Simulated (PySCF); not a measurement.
PySCF input for hydrogen peroxide (H₂O₂), SMILES OO, TDDFT-PBE/def2-TZVPD. Geometry optimised at B3LYP-D3(BJ)/def2-TZVP. A frequency run showed that this geometry is not a minimum.

```python
import numpy as np
from pyscf import gto, scf, dft, tdscf

mol = gto.M(
    atom='''
    O     0.14025519   -0.71700420    0.00000000
    O    -0.14025519    0.71700420    0.00000000
    H    -0.76808032   -1.04742751    0.00000000
    H     0.76808032    1.04742751    0.00000000
    ''',
    basis='def2-TZVPD',
    charge=0,
    spin=0,
    symmetry=True,
    max_memory=1600,
    verbose=4,
)
mf = dft.RKS(mol, xc='pbe').density_fit(auxbasis='def2-universal-jkfit')
mf.grids.level = 3
mf.conv_tol = 1e-9
mf.max_cycle = 100
mf.kernel()
mf.grids = dft.Grids(mol).set(level=1).build(with_non0tab=True)  # coarser grid for the response kernel
td = tdscf.TDDFT(mf)
td.singlet = True
td.nstates = 10
td.conv_tol = 1e-4
td.positive_eig_threshold = 1e-6
td.kernel(x0=td.get_init_guess(mf, 15))
td.analyze()
tt = tdscf.TDA(mf)
tt.singlet = False
tt.nstates = 4
tt.conv_tol = 1e-4
tt.positive_eig_threshold = 1e-6
tt.kernel(x0=tt.get_init_guess(mf, 9))
tt.analyze(verbose=3)
```

Program output:

```
PySCF version 2.14.0

[INPUT] verbose = 4
[INPUT] num. atoms = 4
[INPUT] num. electrons = 18
[INPUT] charge = 0
[INPUT] spin (= nelec alpha-beta = 2S) = 0
[INPUT] symmetry True subgroup None
[INPUT] Mole.unit = angstrom
[INPUT] Symbol           X                Y                Z      unit          X                Y                Z       unit  Magmom
[INPUT]  1 O      0.140255190000  -0.717004200000   0.000000000000 AA    0.265043896649  -1.354941568163   0.000000000000 Bohr   0.0
[INPUT]  2 O     -0.140255190000   0.717004200000   0.000000000000 AA   -0.265043896649   1.354941568163   0.000000000000 Bohr   0.0
[INPUT]  3 H     -0.768080320000  -1.047427510000   0.000000000000 AA   -1.451461446468  -1.979351129235   0.000000000000 Bohr   0.0
[INPUT]  4 H      0.768080320000   1.047427510000   0.000000000000 AA    1.451461446468   1.979351129235   0.000000000000 Bohr   0.0

nuclear repulsion = 36.6623200895589
point group symmetry = C2h
symmetry origin: [0. 0. 0.]
symmetry axis x: [1.00000000e+00 5.68213438e-09 0.00000000e+00]
symmetry axis y: [-5.68213438e-09  1.00000000e+00  0.00000000e+00]
symmetry axis z: [0. 0. 1.]
num. orbitals of irrep Ag = 34
num. orbitals of irrep Bg = 15
num. orbitals of irrep Au = 15
num. orbitals of irrep Bu = 34
number of shells = 38
number of NR pGTOs = 132
number of NR cGTOs = 98
basis = def2-TZVPD
ecp = {}


******** <class 'pyscf.df.df_jk.DFSymAdaptedRKS'> ********
method = DFSymAdaptedRKS
initial guess = minao
damping factor = 0
level_shift factor = 0
DIIS = <class 'pyscf.scf.diis.CDIIS'>
diis_start_cycle = 1
diis_space = 8
diis_damp = 0
SCF conv_tol = 1e-09
SCF conv_tol_grad = None
SCF max_cycles = 100
direct_scf = False
XC library pyscf.dft.libxc version 7.1.2
    S. Lehtola, C. Steigemann, M. J. T. Oliveira, and M. A. L. Marques,  SoftwareX 7, 1–5 (2018)
XC functionals = pbe
    J. P. Perdew, K. Burke, and M. Ernzerhof,  Phys. Rev. Lett. 77, 3865 (1996)
    J. P. Perdew, K. Burke, and M. Ernzerhof,  Phys. Rev. Lett. 78, 1396 (1997)
    J. P. Perdew, K. Burke, and M. Ernzerhof,  Phys. Rev. Lett. 77, 3865 (1996)
    J. P. Perdew, K. Burke, and M. Ernzerhof,  Phys. Rev. Lett. 78, 1396 (1997)
radial grids:
    Treutler-Ahlrichs [JCP 102, 346 (1995); DOI:10.1063/1.469408] (M4) radial grids

becke partition: Becke, JCP 88, 2547 (1988); DOI:10.1063/1.454033
pruning grids: <function nwchem_prune>
grids dens level: 3
symmetrized grids: True
atomic radii adjust function: <function treutler_atomic_radii_adjust>
small_rho_cutoff = 0
Freeze 0 electrons in irreps []
    18 free electrons in irreps Ag Bg Au Bu
Set gradient conv threshold to 3.16228e-05
Initial guess from minao.
tot grids = 47784
init E= -151.550843085101
HOMO (Bg) = -0.314724176555708  LUMO (Bu) = -0.121045658232418  gap/eV = 5.27026
cycle= 1 E= -151.402696370939  delta_E= 0.148  |g|= 0.579  |ddm|= 1.34
HOMO (Bg) = -0.094540500897704  LUMO (Ag) = 0.00486387706479263  gap/eV = 2.70493
cycle= 2 E= -151.290079826307  delta_E= 0.113  |g|= 0.971  |ddm|= 1.01
HOMO (Bg) = -0.219289281667091  LUMO (Bu) = -0.0660003174340531  gap/eV = 4.17121
cycle= 3 E= -151.464902359962  delta_E= -0.175  |g|= 0.0796  |ddm|= 0.659
HOMO (Bg) = -0.210414013420959  LUMO (Bu) = -0.0543585762883367  gap/eV = 4.24648
cycle= 4 E= -151.466006190664  delta_E= -0.0011  |g|= 0.014  |ddm|= 0.0434
HOMO (Bg) = -0.210300237541531  LUMO (Bu) = -0.0544096205935389  gap/eV = 4.24200
cycle= 5 E= -151.466040248467  delta_E= -3.41e-05  |g|= 0.00181  |ddm|= 0.00762
HOMO (Bg) = -0.210514443896839  LUMO (Bu) = -0.0546045115778782  gap/eV = 4.24253
cycle= 6 E= -151.466040789798  delta_E= -5.41e-07  |g|= 0.000338  |ddm|= 0.000896
HOMO (Bg) = -0.210573449806894  LUMO (Bu) = -0.0546618033576962  gap/eV = 4.24257
cycle= 7 E= -151.466040812335  delta_E= -2.25e-08  |g|= 1.09e-05  |ddm|= 0.000216
HOMO (Bg) = -0.210576423640555  LUMO (Bu) = -0.0546637085829502  gap/eV = 4.24260
cycle= 8 E= -151.466040812359  delta_E= -2.33e-11  |g|= 1.81e-06  |ddm|= 1.18e-05
HOMO (Bg) = -0.210575795771018  LUMO (Bu) = -0.0546631877039729  gap/eV = 4.24260
Extra cycle  E= -151.466040812359  delta_E= 8.53e-14  |g|= 2.94e-06  |ddm|= 3.4e-06
converged SCF energy = -151.466040812359
tot grids = 15304
Overwritten attributes  positive_eig_threshold  of <class 'pyscf.tdscf.rks.CasidaTDDFT'>


******** <class 'pyscf.tdscf.rks.CasidaTDDFT'> for <class 'pyscf.df.df_jk.DFSymAdaptedRKS'> ********
nstates = 10 singlet
deg_eia_thresh = 1.000e-03
wfnsym = None
conv_tol = 0.0001
eigh lindep = 1e-12
eigh level_shift = 0
eigh max_cycle = 100


Excitation energies (eV)
[4.67966698 5.34740009 6.38256424 7.32623589 7.54018145 8.09294158
 8.21564507 8.4461631  8.50806968 8.56001564]

** Singlet excitation energies and oscillator strengths **
Excited State   1:   Au      4.67967 eV    264.94 nm  f=0.0045
       9 -> 10       -0.70440
Excited State   2:   Bg      5.34740 eV    231.86 nm  f=0.0000
       9 -> 11       -0.70670
Excited State   3:   Au      6.38256 eV    194.25 nm  f=0.0040
       9 -> 12       -0.70358
Excited State   4:   Au      7.32624 eV    169.23 nm  f=0.0126
       9 -> 13       -0.70494
Excited State   5:   Bu      7.54018 eV    164.43 nm  f=0.0338
       8 -> 10       -0.14456
       9 -> 14        0.69112
Excited State   6:   Bg      8.09294 eV    153.20 nm  f=0.0000
       9 -> 15       -0.70050
Excited State   7:   Bu      8.21565 eV    150.91 nm  f=0.0407
       5 -> 10        0.11590
       8 -> 10        0.66795
       8 -> 13        0.10292
       9 -> 14        0.13724
Excited State   8:   Bg      8.44616 eV    146.79 nm  f=0.0000
       7 -> 10        0.67668
       9 -> 16        0.16910
Excited State   9:   Bg      8.50807 eV    145.73 nm  f=0.0000
       7 -> 10        0.16927
       9 -> 16       -0.68628
Excited State  10:   Ag      8.56002 eV    144.84 nm  f=0.0000
       8 -> 11       -0.70229

** Transition electric dipole moments (AU) **
state          X           Y           Z        Dip. S.      Osc.
  1         0.0000     -0.0000      0.1988      0.0395      0.0045
  2         0.0000     -0.0000      0.0000      0.0000      0.0000
  3         0.0000      0.0000      0.1596      0.0255      0.0040
  4         0.0000     -0.0000      0.2647      0.0701      0.0126
  5         0.1062     -0.4146     -0.0000      0.1832      0.0338
  6        -0.0000      0.0000      0.0000      0.0000      0.0000
  7        -0.2960      0.3386     -0.0000      0.2023      0.0407
  8         0.0000     -0.0000      0.0000      0.0000      0.0000
  9         0.0000     -0.0000     -0.0000      0.0000      0.0000
 10         0.0000     -0.0000      0.0000      0.0000      0.0000

** Transition velocity dipole moments (imaginary part, AU) **
state          X           Y           Z        Dip. S.      Osc.
  1         0.0000     -0.0000      0.0367      0.0013      0.0052
  2         0.0000     -0.0000     -0.0000      0.0000      0.0000
  3         0.0000      0.0000      0.0359      0.0013      0.0037
  4         0.0000     -0.0000      0.0687      0.0047      0.0117
  5         0.0313     -0.1128     -0.0000      0.0137      0.0330
  6        -0.0000      0.0000      0.0000      0.0000      0.0000
  7        -0.0910      0.1045     -0.0000      0.0192      0.0424
  8         0.0000     -0.0000      0.0000      0.0000      0.0000
  9         0.0000     -0.0000     -0.0000      0.0000      0.0000
 10         0.0000     -0.0000      0.0000      0.0000      0.0000

** Transition magnetic dipole moments (imaginary part, AU) **
state          X           Y           Z
  1        -0.0000      0.0000     -0.0000
  2        -0.4652      0.0755      0.0000
  3        -0.0000      0.0000     -0.0000
  4         0.0000     -0.0000      0.0000
  5         0.0000      0.0000     -0.0000
  6        -0.3089      0.0480     -0.0000
  7         0.0000     -0.0000      0.0000
  8         0.7060      0.1579      0.0000
  9         0.0563      0.0274      0.0000
 10         0.0000     -0.0000      0.8022
Overwritten attributes  positive_eig_threshold  of <class 'pyscf.tdscf.rks.TDA'>


******** <class 'pyscf.tdscf.rks.TDA'> for <class 'pyscf.df.df_jk.DFSymAdaptedRKS'> ********
nstates = 4 triplet
deg_eia_thresh = 1.000e-03
wfnsym = None
conv_tol = 0.0001
eigh lindep = 1e-12
eigh level_shift = 0
eigh max_cycle = 100


Excitation energies (eV)
[3.62168318 5.13022117 6.12318492 6.65495186]

** Triplet excitation energies and oscillator strengths **
Excited State   1:   Au      3.62168 eV    342.34 nm  f=0.0000
Excited State   2:   Bg      5.13022 eV    241.67 nm  f=0.0000
Excited State   3:   Au      6.12318 eV    202.48 nm  f=0.0000
Excited State   4:   Bu      6.65495 eV    186.30 nm  f=0.0000
```

The calculation finished and met its thresholds.
